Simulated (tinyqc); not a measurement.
Worked calculation: G0W0 on RHF in the sto-3g basis, for OH-, spin multiplicity 1. The basis has no diffuse functions, so it cannot describe the extra electron: this is an exercise in the method, not the real anion. Computed by tinyqc, a small Python program that keeps every step (integrals from PySCF). Settings: charge = -1, multiplicity = 1, basis = sto-3g, method = RHF, energy threshold = 1e-10, iteration cap = 70, orthogonalisation = symmetric, start = core, DIIS depth = 6. Command: `OMP_NUM_THREADS=1 python tinyqc.py 23292 23293 out.jsonl` (the two numbers bound the seeds that draw the settings). One thread of a shared host (Intel(R) Xeon(R) Processor @ 2.60GHz), about 0.08 s of CPU time with the checks. The early iterations of the SCF are left out here.

## One-electron integrals

Geometry (angstrom):
```
atom         x         y         z
O     0.000000  0.000000  0.000000
H     0.000000  0.000000  1.467000
```

Basis sto-3g: exponents (1/bohr^2) and contraction coefficients of normalised primitives:
```
element  l (shell)    exponent  coefficient
O            s (1)  130.709320     0.154329
O            s (1)   23.808861     0.535328
O            s (1)    6.443608     0.444635
O            s (2)    5.033151    -0.099967
O            s (2)    1.169596     0.399513
O            s (2)    0.380389     0.700115
O            p (3)    5.033151     0.155916
O            p (3)    1.169596     0.607684
O            p (3)    0.380389     0.391957
H            s (1)    3.425251     0.154329
H            s (1)    0.623914     0.535328
H            s (1)    0.168855     0.444635
```

Overlap, kinetic and nuclear-attraction integrals over the contracted functions; the nuclear repulsion is the sum of Za Zb / Rab.

nuclear repulsion = 2.88576529 hartree

overlap S, lower triangle:
```
           1O 1s     1O 2s    1O 2px    1O 2py    1O 2pz     2H 1s
1O 1s   1.000000
1O 2s   0.236704  1.000000
1O 2px  0.000000  0.000000  1.000000
1O 2py  0.000000  0.000000  0.000000  1.000000
1O 2pz  0.000000  0.000000  0.000000  0.000000  1.000000
2H 1s   0.016537  0.210878  0.000000  0.000000  0.207785  1.000000
```

kinetic energy T (hartree), lower triangle:
```
            1O 1s      1O 2s    1O 2px    1O 2py    1O 2pz     2H 1s
1O 1s   29.003200
1O 2s   -0.168011   0.808128
1O 2px   0.000000   0.000000  2.528731
1O 2py   0.000000   0.000000  0.000000  2.528731
1O 2pz   0.000000   0.000000  0.000000  0.000000  2.528731
2H 1s   -0.005065  -0.003536  0.000000  0.000000  0.042879  0.760032
```

nuclear attraction V (hartree), lower triangle:
```
             1O 1s      1O 2s     1O 2px     1O 2py     1O 2pz      2H 1s
1O 1s   -60.979176
1O 2s    -7.268463  -9.412528
1O 2px    0.000000   0.000000  -9.326237
1O 2py    0.000000   0.000000   0.000000  -9.326237
1O 2pz   -0.006609  -0.083182   0.000000   0.000000  -9.367509
2H 1s    -0.519282  -1.381202   0.000000   0.000000  -1.171824  -4.098924
```

core Hamiltonian H = T + V (hartree), lower triangle:
```
             1O 1s      1O 2s     1O 2px     1O 2py     1O 2pz      2H 1s
1O 1s   -31.975976
1O 2s    -7.436474  -8.604400
1O 2px    0.000000   0.000000  -6.797505
1O 2py    0.000000   0.000000   0.000000  -6.797505
1O 2pz   -0.006609  -0.083182   0.000000   0.000000  -6.838777
2H 1s    -0.524346  -1.384738   0.000000   0.000000  -1.128945  -3.338892
```

## Two-electron integrals

Functions are numbered as in S; the eight-fold symmetry (ij|kl) = (ji|kl) = (kl|ij) leaves the list below.

Two-electron integrals (ij|kl) in chemists' order, unique and non-zero (hartree):
```
(11|11) 4.785065   (21|11) 0.741380   (21|21) 0.136873   (22|11) 1.118947
(22|21) 0.256633   (22|22) 0.817206   (31|31) 0.024477   (32|31) 0.037809
(32|32) 0.180518   (33|11) 1.115814   (33|21) 0.256684   (33|22) 0.817023
(33|33) 0.880159   (41|41) 0.024477   (42|41) 0.037809   (42|42) 0.180518
(43|43) 0.047444   (44|11) 1.115814   (44|21) 0.256684   (44|22) 0.817023
(44|33) 0.785270   (44|44) 0.880159   (51|51) 0.024477   (52|51) 0.037809
(52|52) 0.180518   (53|53) 0.047444   (54|54) 0.047444   (55|11) 1.115814
(55|21) 0.256684   (55|22) 0.817023   (55|33) 0.785270   (55|44) 0.785270
(55|55) 0.880159   (61|11) 0.052350   (61|21) 0.009594   (61|22) 0.017912
(61|33) 0.017883   (61|44) 0.017883   (61|51) 0.000405   (61|52) 0.000770
(61|55) 0.017973   (61|61) 0.000680   (62|11) 0.155783   (62|21) 0.036304
(62|22) 0.131892   (62|33) 0.129555   (62|44) 0.129555   (62|51) 0.002659
(62|52) 0.022381   (62|55) 0.136430   (62|61) 0.002595   (62|62) 0.028958
(63|31) 0.003428   (63|32) 0.021279   (63|53) 0.004387   (63|63) 0.003708
(64|41) 0.003428   (64|42) 0.021279   (64|54) 0.004387   (64|64) 0.003708
(65|11) 0.125603   (65|21) 0.029607   (65|22) 0.115041   (65|33) 0.110223
(65|44) 0.110223   (65|51) 0.005240   (65|52) 0.038927   (65|55) 0.124543
(65|61) 0.002184   (65|62) 0.030817   (65|65) 0.036184   (66|11) 0.358970
(66|21) 0.084928   (66|22) 0.355594   (66|33) 0.344409   (66|44) 0.344409
(66|51) 0.006360   (66|52) 0.076534   (66|55) 0.377685   (66|61) 0.006081
(66|62) 0.109163   (66|65) 0.133667   (66|66) 0.774606
```

## Orthogonalisation

S = U s U^T; symmetric (Loewdin) form X = U s^(-1/2) U^T, so that X^T S X = 1.

eigenvalues of S: 0.655336  0.852353  1.000000  1.000000  1.131887  1.360424

X, lower triangle:
```
            1O 1s      1O 2s    1O 2px    1O 2py     1O 2pz     2H 1s
1O 1s    1.022231
1O 2s   -0.125002   1.040726
1O 2px   0.000000   0.000000  1.000000
1O 2py   0.000000   0.000000  0.000000  1.000000
1O 2pz  -0.002210   0.018050  0.000000  0.000000   1.017319
2H 1s    0.011802  -0.114228  0.000000  0.000000  -0.110072  1.035461
```

## Starting guess

The start is the orbitals of the core Hamiltonian; D = 2 C_occ C_occ^T.

D at the start, lower triangle:
```
            1O 1s      1O 2s    1O 2px    1O 2py     1O 2pz     2H 1s
1O 1s    2.120648
1O 2s   -0.512108   2.173126
1O 2px   0.000000   0.000000  2.000000
1O 2py   0.000000   0.000000  0.000000  2.000000
1O 2pz  -0.010923   0.058549  0.000000  0.000000   2.061147
2H 1s    0.035819  -0.148362  0.000000  0.000000  -0.186058  0.026223
```

## Iteration 9 (converged): orbitals

converged F (hartree), lower triangle:
```
             1O 1s      1O 2s    1O 2px    1O 2py     1O 2pz     2H 1s
1O 1s   -19.570643
1O 2s    -5.008695  -1.847895
1O 2px    0.000000   0.000000  0.137904
1O 2py    0.000000   0.000000  0.000000  0.137904
1O 2pz   -0.011180   0.033101  0.000000  0.000000   0.569230
2H 1s    -0.358234  -0.310009  0.000000  0.000000  -0.218312  0.150150
```

Diagonalise F' = X^T F X, C = X C', fill 5 alpha and 5 beta electrons from the bottom; D = 2 C_occ C_occ^T. Each column has its largest component positive (the first on a tie).

F' = X^T F X (hartree), lower triangle:
```
            1          2         3         4          5         6
1  -19.206946
2   -2.632238  -0.936268
3    0.000000   0.000000  0.137904
4    0.000000   0.000000  0.000000  0.137904
5   -0.029412   0.088458  0.000000  0.000000   0.641854
6   -0.004464  -0.205490  0.000000  0.000000  -0.323936  0.269757
```

orbital energies (hartree): MO1 -19.578679, MO2 -0.611550, MO3 0.105788, MO4 0.137904, MO5 0.137904, MO6 0.852838

coefficients C:
```
              MO1        MO2        MO3        MO4       MO5        MO6
1O 1s    0.994727  -0.257931   0.054247   0.000000  0.000000  -0.042105
1O 2s    0.021567   0.997095  -0.271665   0.000000  0.000000   0.208914
1O 2px   0.000000   0.000000   0.000000  -0.031455  0.999505   0.000000
1O 2py   0.000000   0.000000   0.000000   0.999505  0.031455   0.000000
1O 2pz   0.001020  -0.021388   0.445784   0.000000  0.000000   0.920978
2H 1s   -0.002636   0.116552   0.819814   0.000000  0.000000  -0.641714
```

D after iteration 9, lower triangle:
```
            1O 1s      1O 2s    1O 2px    1O 2py    1O 2pz     2H 1s
1O 1s    2.117907
1O 2s   -0.500931   2.136930
1O 2px   0.000000   0.000000  2.000000
1O 2py   0.000000   0.000000  0.000000  2.000000
1O 2pz   0.061428  -0.284815  0.000000  0.000000  0.398364
2H 1s    0.023576  -0.213117  0.000000  0.000000  0.725929  1.371372
```

Within a degenerate level the vectors are fixed only up to a rotation; this is one choice.

## Convergence

Stop when the energy changes by less than 1e-10 hartree and every element of the error matrix X^T (F D S - S D F) X is below 3e-06.

Course of the cycle:
```
iteration   E (hartree)     change  largest element of the error matrix
1          -72.91759566          -                             3.81e-01
2          -73.89995680  -9.82e-01                             2.63e-01
3          -73.99058317  -9.06e-02                             1.42e-01
4          -74.01203332  -2.15e-02                             2.15e-02
5          -74.01238038  -3.47e-04                             4.09e-03
6          -74.01239253  -1.21e-05                             6.86e-05
7          -74.01239253  -3.14e-09                             1.45e-05
8          -74.01239253  -1.47e-10                             5.73e-09
9          -74.01239253  -2.84e-14                             2.21e-09
```

PySCF RHF in the same basis = -74.01239253 hartree

Converged in 9 iterations.

## Populations, bond orders and dipole

Mulliken: Z minus the diagonal of D S on the atom; Loewdin: the same with S^(1/2) D S^(1/2); Mayer order: 2 sum_s sum (D(s) S)_ij (D(s) S)_ji over the two atoms.

Charges (e):
```
atom   Mulliken    Loewdin
1O    -0.522343  -0.531326
2H    -0.477657  -0.468674
```

Mayer bond orders:
```
pair     order
2-1   0.771843
```

dipole moment about the origin, x y z (debye): 0.000000  0.000000  -2.829467

## Integrals over molecular orbitals

(pq|rs) = sum C_ip C_jq C_kr C_ls (ij|kl), one index at a time.

one-electron integrals over orbitals h = C^T H C (hartree), lower triangle:
```
            1          2          3          4          5          6
1  -31.959879
2    0.624762  -7.186445
3   -0.126384   0.544913  -4.348190
4    0.000000   0.000000   0.000000  -6.797505
5    0.000000   0.000000   0.000000   0.000000  -6.797505
6    0.100087  -0.485303  -1.617923   0.000000   0.000000  -5.831129
```

Two-electron integrals over orbitals (pq|rs), unique and non-zero (hartree):
```
(11|11) 4.748607    (21|11) -0.463638   (21|21) 0.071024    (22|11) 1.086538
(22|21) -0.020413   (22|22) 0.765819    (31|11) 0.096841    (31|21) -0.015108
(31|22) 0.004090    (31|31) 0.008612    (32|11) -0.138148   (32|21) 0.004104
(32|22) -0.069383   (32|31) 0.007950    (32|32) 0.081523    (33|11) 0.564751
(33|21) -0.003917   (33|22) 0.484692    (33|31) 0.000447    (33|32) 0.039532
(33|33) 0.609734    (41|41) 0.025906    (42|41) 0.035287    (42|42) 0.166442
(43|41) -0.006711   (43|42) -0.028476   (43|43) 0.018234    (44|11) 1.115366
(44|21) -0.013588   (44|22) 0.788012    (44|31) 0.002899    (44|32) -0.077707
(44|33) 0.467990    (44|44) 0.880159    (51|51) 0.025906    (52|51) 0.035287
(52|52) 0.166442    (53|51) -0.006711   (53|52) -0.028476   (53|53) 0.018234
(54|54) 0.047444    (55|11) 1.115366    (55|21) -0.013588   (55|22) 0.788012
(55|31) 0.002899    (55|32) -0.077707   (55|33) 0.467990    (55|44) 0.785270
(55|55) 0.880159    (61|11) -0.075848   (61|21) 0.011226    (61|22) -0.004043
(61|31) 0.008397    (61|32) 0.017938    (61|33) -0.000944   (61|44) -0.002240
(61|55) -0.002240   (61|61) 0.023338    (62|11) 0.092823    (62|21) -0.003538
(62|22) 0.045648    (62|31) 0.014787    (62|32) 0.066759    (62|33) 0.007901
(62|44) 0.052950    (62|55) 0.052950    (62|61) 0.026755    (62|62) 0.120812
(63|11) 0.320642    (63|21) -0.004888   (63|22) 0.187932    (63|31) -0.001466
(63|32) -0.079670   (63|33) -0.062996   (63|44) 0.193362    (63|55) 0.193362
(63|61) -0.006395   (63|62) 0.004163    (63|63) 0.186276    (64|41) 0.005154
(64|42) 0.021017    (64|43) 0.017261    (64|64) 0.038321    (65|51) 0.005154
(65|52) 0.021017    (65|53) 0.017261    (65|65) 0.038321    (66|11) 0.950759
(66|21) -0.011855   (66|22) 0.682912    (66|31) 0.006791    (66|32) -0.012630
(66|33) 0.557928    (66|44) 0.676959    (66|55) 0.676959    (66|61) 0.006554
(66|62) 0.061686    (66|63) 0.108452    (66|66) 0.701314
```

## Screening: direct RPA

With D = e_a - e_i and K = (ia|jb): diagonalise D^(1/2) (D + 4K) D^(1/2) = Z w^2 Z^T; X + Y = D^(1/2) Z w^(-1/2), each column of Z with its largest component positive (the first on a tie); E_c = (sum w - tr (D + 2K)) / 2.

D^(1/2) (D + 4K) D^(1/2) (hartree^2), lower triangle:
```
            1>6       2>6       3>6       4>6       5>6
1>6  419.354196
2>6    0.585379  2.852094
3>6   -0.099933  0.017415  1.114713
4>6    0.000000  0.000000  0.000000  0.620718
5>6    0.000000  0.000000  0.000000  0.000000  0.620718
```

excitation energies w (hartree): 0.787856  0.787856  1.055704  1.688623  20.478160

X + Y:
```
            1          2          3          4          5
1>6  0.000000   0.000000   0.001113  -0.004880   0.998859
2>6  0.000000   0.000000  -0.011904   0.931192   0.000376
3>6  0.000000   0.000000   0.841165   0.006723  -0.000046
4>6  0.018578   0.952416   0.000000   0.000000   0.000000
5>6  0.952416  -0.018578   0.000000   0.000000   0.000000
```

RPA correlation energy = -0.04437826 hartree

Within a degenerate level the vectors are fixed only up to a rotation; this is one choice.

## G0W0 on Hartree-Fock: HOMO

W(p,q,m) = sqrt2 sum_ia (pq|ia) (X+Y)_ia,m; Sigma_c(x) = sum_(i,m) W^2/(x - e_i + w_m) + sum_(a,m) W^2/(x - e_a - w_m); solve x = e_p + Sigma_c(x) by Newton steps; Z = 1/(1 - dSigma/dx); 1 hartree = 27.211386 eV.

The 12 largest terms at x = e_p (hartree; W for the signs of X + Y given):
```
q  m          W       term
5  3   0.229126   0.049729
5  4   0.071583   0.003035
6  1   0.051615  -0.001773
3  1   0.023250   0.000659
2  1   0.028308   0.000521
1  1   0.006942   2.35e-06
6  2  -0.001007  -6.75e-07
5  5  -0.003148   4.84e-07
3  2  -0.000454   2.51e-07
2  2  -0.000552   1.98e-07
1  2  -0.000135   8.94e-10
```

Newton steps (hartree):
```
step         x  Sigma_c(x)         Z
0     0.137904    0.052174  0.951271
1     0.187535    0.049740  0.955145
2     0.187638    0.049735  0.955153
3     0.187638    0.049735  0.955153
```

quasiparticle energy of the HOMO = 5.105902 eV

Hartree-Fock value = 3.752553 eV

## G0W0 on Hartree-Fock: LUMO

As before.

The 12 largest terms at x = e_p (hartree; W for the signs of X + Y given):
```
q  m          W       term
3  3   0.221512   0.027218
6  3   0.127985  -0.015516
2  4   0.158953   0.008013
6  4   0.082220  -0.004003
4  2   0.051615   0.001773
5  1   0.051615   0.001773
2  5   0.037858   0.000065
1  4   0.035011   0.000055
1  5   0.032982   0.000027
3  4   0.007297   0.000022
6  5   0.009284  -4.21e-06
3  5  -0.009043   3.85e-06
```

Newton steps (hartree):
```
step         x  Sigma_c(x)         Z
0     0.852838    0.019434  0.964241
1     0.871577    0.018738  0.964062
2     0.871575    0.018738  0.964062
```

quasiparticle energy of the LUMO = 23.716773 eV

Hartree-Fock value = 23.206896 eV
